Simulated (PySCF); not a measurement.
# BSiH4 (SMILES B[SiH2]): UCCSDT/STO-3G

What is the vertical doublet–quartet gap of BSiH4 at UCCSDT/STO-3G? 

Program for the calculation: PySCF 2.14.0.

12 further runs of the same task are left out: 2 that didn't finish, 10 set aside as unsound or not needed.

### Step 1. Starting point

BSiH4: 6 atoms, total charge 0, spin state doublet. As SMILES, `B[SiH2]`. The coordinates come from a GFN2-xTB relaxation.

Bond lengths: B1–Si2 1.878 Å, B1–H3 1.178 Å, B1–H4 1.178 Å, Si2–H5 1.473 Å, Si2–H6 1.473 Å. Angles: B1–Si2–H5 129.0°, B1–Si2–H6 128.8°, Si2–B1–H3 121.2°, Si2–B1–H4 121.3°, H5–Si2–H6 102.3°, H3–B1–H4 117.5°.

### Step 2. A single-point energy at UCCSDT/STO-3G

Input file input.py:

```python
from pyscf import gto, scf, cc

molecule = gto.M(
    atom='''
B   -0.003690  -1.037180   0.114670
Si   0.004430   0.829590  -0.091960
H   -0.730970  -1.564260   0.876300
H    0.717450  -1.725110  -0.512520
H    0.828120   1.658960  -0.988060
H   -0.815330   1.838000   0.601560
''',
    max_memory=1860,
    basis='sto-3g',
    spin=1,
    verbose=3,
    charge=0,
)

mf = scf.UHF(molecule)
mf.conv_tol = 1e-10
mf.kernel()
if not mf.converged:
    mf = mf.newton().run(mf.mo_coeff, mf.mo_occ)

mycc = cc.CCSDT(mf, frozen=6)
mycc.kernel()
e_final = mycc.e_tot
print('E(%s) = %.9f' % ('CCSDT', e_final))
```

Command:

```
OMP_NUM_THREADS=1 python input.py
```

Standard output:

```text
converged SCF energy = -312.213118932027  <S^2> = 0.75924508  2S+1 = 2.0092238
_make_eris_incore_UCCSDT

WARN: A large `blksize_v_aaa` is being used, which may cause large memory consumption
      for storing contraction intermediates. If memory is sufficient, consider using
      `pyscf.cc.uccsdt_highm.UCCSDT` instead.

WARN: A large `blksize_v_aab` is being used, which may cause large memory consumption
      for storing contraction intermediates. If memory is sufficient, consider using
      `pyscf.cc.uccsdt_highm.UCCSDT` instead.

UCCSDT converged
E(UCCSDT) = -312.3151782013514   E_corr = -0.1020592693241792
E_corr(same-spin) = -0.0071871047040746
E_corr(oppo-spin) = -0.0948721646201046
E(CCSDT) = -312.315178201
```

Wall time 1.4 s (1 thread of Intel Xeon Platinum 8488C (Sapphire Rapids), shared host); peak memory 0.11 GiB.

### Step 3. The quartet at the same level

Input file job.py:

```python
from pyscf import gto, cc

molecule = gto.M(
    atom='''
B     -0.006973    -1.959986     0.216695
Si     0.008371     1.567698    -0.173779
H     -1.381333    -2.956023     1.655967
H      1.355784    -3.259985    -0.968522
H      1.564920     3.134980    -1.867163
H     -1.540750     3.473317     1.136784
''',
    spin=3,
    unit='bohr',
    basis='sto-3g',
    verbose=3,
    max_memory=1860,
)

mf = molecule.UHF()
mf.conv_tol = 1e-10
mf.kernel()
if not mf.converged:
    mf = mf.newton().run(mf.mo_coeff, mf.mo_occ)

mycc = cc.CCSDT(mf, frozen=6)
mycc.kernel()
energy = mycc.e_tot
print(f'total energy: {energy:.8f} hartree')
```

Command:

```
OMP_NUM_THREADS=1 python job.py
```

Standard output:

```text
WARN: HOMO 0.19025403748919 >= LUMO -0.288910650707356

converged SCF energy = -311.972263158372  <S^2> = 3.7638344  2S+1 = 4.0069112
_make_eris_incore_UCCSDT

WARN: A large `blksize_v_aaa` is being used, which may cause large memory consumption
      for storing contraction intermediates. If memory is sufficient, consider using
      `pyscf.cc.uccsdt_highm.UCCSDT` instead.

WARN: A large `blksize_v_aab` is being used, which may cause large memory consumption
      for storing contraction intermediates. If memory is sufficient, consider using
      `pyscf.cc.uccsdt_highm.UCCSDT` instead.

UCCSDT converged
E(UCCSDT) = -312.0618122961652   E_corr = -0.08954913779353543
E_corr(same-spin) = -0.00313306108926515
E_corr(oppo-spin) = -0.0864160767042703
total energy: -312.06181230 hartree
```

It took 1.6 s on 1 thread of Intel Xeon Platinum 8488C (Sapphire Rapids), shared host; peak memory 0.12 GiB.

### Step 4. Outcome

At UCCSDT/STO-3G, 6 core orbitals frozen:

```
                                                           quantity          value
                                              doublet: total energy  -312.31518 Eh
                      doublet: dipole moment (Hartree–Fock density)         0.62 D
doublet: HOMO energy (Hartree–Fock orbitals) (highest over α and β)       -5.76 eV
 doublet: LUMO energy (Hartree–Fock orbitals) (lowest over α and β)        5.15 eV
               doublet: correlation energy (6 core orbitals frozen)     -102.1 mEh
                         doublet: ⟨S²⟩ of the reference determinant          0.759
                                             doublet: T1 diagnostic          0.017
                                              quartet: total energy  -312.06181 Eh
                      quartet: dipole moment (Hartree–Fock density)         2.18 D
quartet: HOMO energy (Hartree–Fock orbitals) (highest over α and β)       -3.56 eV
 quartet: LUMO energy (Hartree–Fock orbitals) (lowest over α and β)        0.14 eV
               quartet: correlation energy (6 core orbitals frozen)      -89.5 mEh
                         quartet: ⟨S²⟩ of the reference determinant          3.764
                                             quartet: T1 diagnostic          0.011
                   vertical energy of the quartet above the doublet       6.894 eV
```

**Reading.** At this shape the quartet lies 6.89 eV (159 kcal/mol) above the doublet. In a minimal basis such a difference can be off by several eV, whatever the method. Mulliken charges (doublet) of the mean-field density run from -0.15 on H6 to +0.44 on Si2.
